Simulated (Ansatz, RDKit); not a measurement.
System: thiooxirane, C₂H₄S, charge 0, multiplicity 1. SMILES: C1CS1

Atoms: C1, S2, C3, H4, H5, H6, H7. Bonds: C1-S2, C1-C3, C1-H4, C1-H5, S2-C3, C3-H6, C3-H7.

Bond lengths (Å) and angles (degrees) optimised at MMFF94 with RDKit; B3LYP/LANL2DZ with Ansatz (a quantum-chemistry and plane-wave program); B3LYP/6-31G* with Ansatz, each started from the B3LYP-D3(BJ)/def2-TZVP structure (Ansatz) of the last column. A row stands for all coordinates that are equal there; 6 of 8 kinds are shown. 6-31G* holds six Cartesian d functions. No wavenumbers were computed at MMFF94, B3LYP/LANL2DZ, so these may be saddle points.

```json
[
 {"coordinate": "C1-S2", "MMFF94": "1.725", "B3LYP/LANL2DZ": "1.930", "B3LYP/6-31G*": "1.838", "B3LYP-D3(BJ)/def2-TZVP": "1.822"},
 {"coordinate": "C1-C3", "MMFF94": "1.496", "B3LYP/LANL2DZ": "1.491", "B3LYP/6-31G*": "1.482", "B3LYP-D3(BJ)/def2-TZVP": "1.479"},
 {"coordinate": "C1-H4", "MMFF94": "1.083", "B3LYP/LANL2DZ": "1.085", "B3LYP/6-31G*": "1.087", "B3LYP-D3(BJ)/def2-TZVP": "1.082"},
 {"coordinate": "S2-C1-C3", "MMFF94": "64.3", "B3LYP/LANL2DZ": "67.3", "B3LYP/6-31G*": "66.2", "B3LYP-D3(BJ)/def2-TZVP": "66.1"},
 {"coordinate": "C1-S2-C3", "MMFF94": "51.4", "B3LYP/LANL2DZ": "45.4", "B3LYP/6-31G*": "47.6", "B3LYP-D3(BJ)/def2-TZVP": "47.9"},
 {"coordinate": "S2-C1-H4", "MMFF94": "115.7", "B3LYP/LANL2DZ": "113.7", "B3LYP/6-31G*": "115.2", "B3LYP-D3(BJ)/def2-TZVP": "115.2"}
]
```

Mean signed difference of all 7 bond lengths from B3LYP-D3(BJ)/def2-TZVP: MMFF94 -0.025 Å, B3LYP/LANL2DZ 0.034 Å, B3LYP/6-31G* 0.008 Å.
